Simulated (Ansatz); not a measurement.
**C2H5Al (SMILES C=[CH][AlH2]): CCSD(T)/def2-SVPD**

Aim: the vertical ionisation energy of C2H5Al at CCSD(T)/def2-SVPD, from 2 runs. 

Program for the calculation: Ansatz 0.2.0.

33 further runs of the same task are left out: 33 set aside as unsound or not needed.

## Step 1: The structure to begin with

C2H5Al: 8 atoms, total charge 0, spin state singlet. As SMILES, `C=[CH][AlH2]`. Geometry: relaxed at PBE0-D4/def2-TZVP.

Bond lengths: C1–C2 1.337 Å, C2–Al3 1.938 Å, C1–H4 1.089 Å, C1–H5 1.089 Å, C2–H6 1.090 Å, Al3–H7 1.588 Å, Al3–H8 1.588 Å. Angles: C1–C2–Al3 119.6°, C1–C2–H6 116.7°, Al3–C2–H6 123.7°, C2–C1–H4 121.7°, C2–C1–H5 123.0°, C2–Al3–H7 122.1°, C2–Al3–H8 116.8°, H4–C1–H5 115.3°, H7–Al3–H8 121.2°.

## Step 2: The energy at CCSD(T)/def2-SVPD

Input file in.yaml:

```yaml
crystal:
  periodic: [false, false, false]
  atoms:
    - symbol: C
      position_ang: [-1.029900, 0.829200, -0.357000]
    - symbol: C
      position_ang: [0.199000, 0.651000, 0.138100]
    - symbol: Al
      position_ang: [0.930800, -1.139300, 0.262000]
    - symbol: H
      position_ang: [-1.636900, -0.008600, -0.695500]
    - symbol: H
      position_ang: [-1.495000, 1.809300, -0.451900]
    - symbol: H
      position_ang: [0.735600, 1.546100, 0.452700]
    - symbol: H
      position_ang: [2.384000, -1.417900, 0.837700]
    - symbol: H
      position_ang: [0.004400, -2.327000, -0.241900]
basis:
  gaussian:
    orbitals: def2-SVPD
total_charge: 0
correlation:
  method: ccsd_t
  frozen_orbitals: {Al: 5, C: 1, H: 0}
accuracy: high
scf:
  omitted_lower_state_checks: [cluster_reference, increment]
```

Command:

```sh
$ ansatz run in.yaml --threads 1 --pin off --max-ram 3480MiB --events-out events.jsonl --progress --plain --runs-dir runs
```

The program printed, cut to the lines that bear on the results:

```text
Warning: RAYON_NUM_THREADS=1 ignored (pool sized by the plan → 1); use --threads N
Functional definition: HF
  name "HF"
[...]
2110 factors; integrals over basis functions are off by at most 3.5e-9 eV
[...]
mean field -8718.41774595 eV, -320.3959426078 hartree, gradient 3.1e-8 eV, S^2 0.000000; 0 other end points of the search recorded, 0 dependent functions left out
7 core orbitals not correlated: weight in the atoms' cores, before any rotation towards them, 1.000 or more for the frozen orbitals, at most 0.000 for the correlated occupied ones
reference -8718.41774595 eV, -320.3959426078 hartree; 8, 8 occupied and 89, 89 virtual orbitals, 2110 factors
second order -9.48426067 eV of doubles, -0.00000000 eV of singles
cycle   1  -10.17920449 eV  change   -6.9e-1 eV  update   7.7e-2
[...]
cycle  21  -10.59115819 eV  change   6.6e-10 eV  update  9.6e-10
perturbative correction -0.38191279 eV, -0.0140350363 hartree
Total energy: -8729.39081693 eV, -320.7991955286 hartree
Checks for a lower state left out: cluster_reference, increment
```

It took 21 s on 1 thread of Arm Neoverse V2, shared host; peak memory 0.82 GiB.

## Step 3: The doublet cation at the same level

Input file in.yaml:

```yaml
basis:
  gaussian: {orbitals: def2-SVPD}
crystal:
  periodic: [false, false, false]
  atoms:
    - {symbol: C, position_ang: [-1.029900, 0.829200, -0.357000]}
    - {symbol: C, position_ang: [0.199000, 0.651000, 0.138100]}
    - {symbol: Al, position_ang: [0.930800, -1.139300, 0.262000]}
    - {symbol: H, position_ang: [-1.636900, -0.008600, -0.695500]}
    - {symbol: H, position_ang: [-1.495000, 1.809300, -0.451900]}
    - {symbol: H, position_ang: [0.735600, 1.546100, 0.452700]}
    - {symbol: H, position_ang: [2.384000, -1.417900, 0.837700]}
    - {symbol: H, position_ang: [0.004400, -2.327000, -0.241900]}
total_charge: 1
magnetization: {spin_polarized: true, initial_magnetization: 1}
correlation: {method: ccsd_t, frozen_orbitals: {Al: 5, C: 1, H: 0}}
accuracy: high
scf: {omitted_lower_state_checks: [cluster_reference, increment]}
```

Command:

```sh
$ ansatz run in.yaml --threads 1 --pin off --max-ram 3480MiB --events-out events.jsonl --progress --plain --runs-dir runs
```

The program printed, cut to the lines that bear on the results:

```text
Warning: RAYON_NUM_THREADS=1 ignored (pool sized by the plan → 1); use --threads N
[... 2 set-up lines as earlier in the session ...]
[...]
2109 factors; integrals over basis functions are off by at most 3.5e-9 eV
[...]
mean field -8709.49231605 eV, -320.0679391088 hartree, gradient 3.2e-8 eV, S^2 0.754376; 5 other end points of the search recorded, 0 dependent functions left out
7 core orbitals not correlated: weight in the atoms' cores, before any rotation towards them, 1.000 or more for the frozen orbitals, at most 0.000 for the correlated occupied ones
reference -8709.49231605 eV, -320.0679391088 hartree; 8, 7 occupied and 89, 90 virtual orbitals, 2109 factors
second order -7.83402977 eV of doubles, -0.00000000 eV of singles
cycle   1  -8.80296868 eV  change   -9.7e-1 eV  update   6.7e-2
[...]
cycle  50  -9.15781888 eV  change  -3.5e-10 eV  update   1.6e-9
perturbative correction -0.23125459 eV, -0.0084984496 hartree
Total energy: -8718.88138952 eV, -320.4129811949 hartree
Checks for a lower state left out: cluster_reference, increment
```

Wall time 2.1 min (1 thread of Arm Neoverse V2, shared host); peak memory 1.5 GiB.

## Step 4: What came out

At CCSD(T)/def2-SVPD, 7 core orbitals frozen:

| quantity | value |
| --- | --- |
| singlet C2H5Al: total energy | -320.79920 Eh |
| singlet C2H5Al: correlation energy (7 core orbitals frozen) | -403.3 mEh |
| singlet C2H5Al: (T) correction | -14.04 mEh |
| singlet C2H5Al: T1 diagnostic | 0.011 |
| doublet cation: total energy | -320.41298 Eh |
| doublet cation: correlation energy (7 core orbitals frozen) | -345.0 mEh |
| doublet cation: (T) correction | -8.50 mEh |
| doublet cation: ⟨S²⟩ of the reference determinant | 0.754 |
| doublet cation: T1 diagnostic | 0.008 |
| vertical ionisation energy (to the doublet cation) | 10.509 eV |

In words: The vertical ionisation energy comes to 10.51 eV (1014 kJ/mol). The triples (singlet C2H5Al) make up 3.5 % of the correlation energy. The triples (doublet cation) make up 2.5 % of the correlation energy.
